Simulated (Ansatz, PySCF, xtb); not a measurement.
Complex: CH4O (SMILES CO) (first 6 atoms) with H2O (SMILES O); geometry from S66by8 set.
(charge 0, multiplicity 1):
```tsv
atom	x (Å)	y (Å)	z (Å)
O	-1.0223	0.4448	-0.0035
H	-0.0581	0.4124	-0.0031
C	-1.4838	-0.8906	0.0048
H	-2.5701	-0.8592	0.0040
H	-1.1617	-1.4501	-0.8767
H	-1.1628	-1.4388	0.8938
O	2.1246	0.3407	-0.0008
H	2.5638	0.7289	-0.7606
H	2.5625	0.7433	0.7523
```

Counterpoise-corrected where a basis set is named; no monomer relaxation. Rows marked so take none.

Rows in STO-3G carry no dispersion term and start afresh at each structure.

The values were computed with Ansatz (a first-principles code) with Gaussian orbitals; PySCF for STO-3G rows; xtb for the GFN methods. Values without a source in brackets are computed.

### Question
One of these levels gives -4.52 kcal/mol for the interaction energy. Which one is it?
(A) r2SCAN/def2-TZVPPD
(B) HF/aug-cc-pVDZ
(C) HF/STO-3G (no counterpoise)
(D) GFN-FF

### Answer
A, r2SCAN/def2-TZVPPD. The others give -5.19 (GFN-FF), -4.08 (HF/STO-3G (no counterpoise)), -3.63 (HF/aug-cc-pVDZ)
